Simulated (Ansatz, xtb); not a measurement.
**Relative energy of two isomers of CH5LiSi**

We compare X, `[Li][SiH2]C`, a singlet, with Y, `[Li][CH2][SiH3]`, a singlet. Both are isolated molecules in the gas phase, relaxed with B3LYP/6-31G*.

Energies in hartree; the thermal terms are from B3LYP/6-31G* harmonic frequencies (ideal gas, rigid rotor, one conformer each, 298.15 K, 1 atm) and include the zero-point energy:

```
                                X           Y
E, CCSD(T)/def2-TZVPP  −337.577433  −337.570932
    zero-point energy     0.053436     0.050044
         H(298 K) − E     0.059795     0.056261
         G(298 K) − E     0.026242     0.022982
```

Problem. Work out ΔE, ΔE₀, ΔH and ΔG for X → Y in kcal/mol (1 Eh = 627.51 kcal/mol) and the equilibrium ratio [Y]/[X].

Solution. 1. ΔE = −337.570932 − (−337.577433) = +0.006501 Eh = +4.08 kcal/mol.
2. ΔE₀ = ΔE + ΔZPE = +0.006501 + (−0.003392) Eh = +1.95 kcal/mol.
3. ΔH = ΔE + (−0.003534) Eh = +1.86 kcal/mol.
4. ΔG = ΔE + (−0.003260) Eh = +2.03 kcal/mol, so ΔS = (ΔH − ΔG)/T = −2.4 J/(mol K).
5. kT = 0.9442 mEh, so K = [Y]/[X] = exp(−ΔG/kT) = exp(−3.43) ≈ 0.032.

Structure X is favoured at this temperature. An error of 1 kcal/mol in ΔG would change K by a factor of 5.4. Mirror images and further conformers aren't counted.

As drawn, Y has 1 C–Li, 1 Si–H in place of 1 Li–Si, 1 C–H.

Other levels gave ΔE = +6.0 (B3LYP/6-31G*); +5.0 (HF/def2-TZVPP); +2.0 (MP2/def2-TZVPP) kcal/mol. The correlated steps freeze 6 core orbitals; the last core shell of Li is correlated, in a basis made for valence electrons. Programs: Ansatz 0.2.0.
